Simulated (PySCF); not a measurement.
# Gas-phase XPS of `[BH3-]O`, computed

Compound: BH4O (charge -1).
Numbering: `[BH3-:1][OH:2]`

Level of theory: delta-SCF UKS SCAN, pcX-2 on the ionised atom, pcseg-1 elsewhere, spin-free X2C in PySCF. Binding energies are ΔSCF values: E(core-ionised, relaxed orbitals) − E(ground state) at a fixed geometry, referred to the vacuum level.

Q: Give the core binding energies atom by atom.

A: 
| atom(s) | bonded to | level | binding energy (eV) | count |
| --- | --- | --- | --- | --- |
| B1 | O and 3 H | B 1s | 188.34 | 1 |
| O2 | H and B | O 1s | 531.71 | 1 |

Q: Give the binding energy of O 1s of O2 (atom 2) in hartree and in kJ/mol.

A: 531.71 eV = 19.5400 Eh = 51302 kJ/mol.

Q: What is the longest wavelength that can ionise O 1s of O2 vertically?

A: λ = hc/E = 12398.42 eV Å / 531.71 eV = 23.318 Å.

The species carries charge -1, so core ionisation leaves a neutral species. The basis sets have no added diffuse functions. Isolated species at its PBE0-D3(BJ)/def2-SVP geometry, gas phase. The geometry's basis has no diffuse functions, a weakness for an anion.

On one thread, x86-64 server, no GPU (shared host), this took 4.8 s.
